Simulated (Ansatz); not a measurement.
The cluster NaLi₂. Charge 0, multiplicity 4. Geometry PBE/def2-TZVP.

```tsv
atom	x (Å)	y (Å)	z (Å)
Li1	-0.4231	-1.7847	-0.7727
Li2	-1.0735	0.4666	1.6099
Na3	1.4966	1.3182	-0.8372
```

B3LYP takes the VWN-RPA correlation. At PBE0/def2-TZVP a doublet of charge 0 lies 1.08 eV below the quartet, each at its own geometry. The structure comes from a short search, and lower isomers may exist.

Q: Estimate the α-spin orbital energies around the gap (eV) in Ansatz with HF/STO-3G, r2SCAN/def2-TZVP, r2SCANh/def2-TZVP, B3LYP/def2-TZVP, BHLYP/def2-TZVP.

A: 
```
orbital  HF/STO-3G  r2SCAN/def2-TZVP  r2SCANh/def2-TZVP  B3LYP/def2-TZVP  BHLYP/def2-TZVP
 HOMO−5     -42.88            -29.88             -31.12           -31.70           -35.63
 HOMO−4     -42.88            -29.88             -31.12           -31.70           -35.63
 HOMO−3     -42.88            -29.86             -31.10           -31.69           -35.62
 HOMO−2      -5.40             -4.78              -5.06            -5.12            -5.96
 HOMO−1      -3.03             -2.94              -3.11            -3.24            -3.66
   HOMO      -1.89             -2.81              -2.97            -3.08            -3.51
   LUMO       3.97             -1.88              -1.69            -1.37            -0.63
 LUMO+1       4.46             -1.62              -1.44            -1.25            -0.54
 LUMO+2       5.58             -1.39              -1.22            -1.06            -0.36
 LUMO+3       6.45             -1.19              -1.02            -0.82            -0.16
 LUMO+4       9.08             -0.29              -0.13             0.02             0.75
 LUMO+5       9.40             -0.26              -0.05             0.13             1.01
 β HOMO     -42.82            -29.80             -31.04           -31.62           -35.53
 β LUMO       3.74             -1.78              -1.72            -2.67            -2.05
```
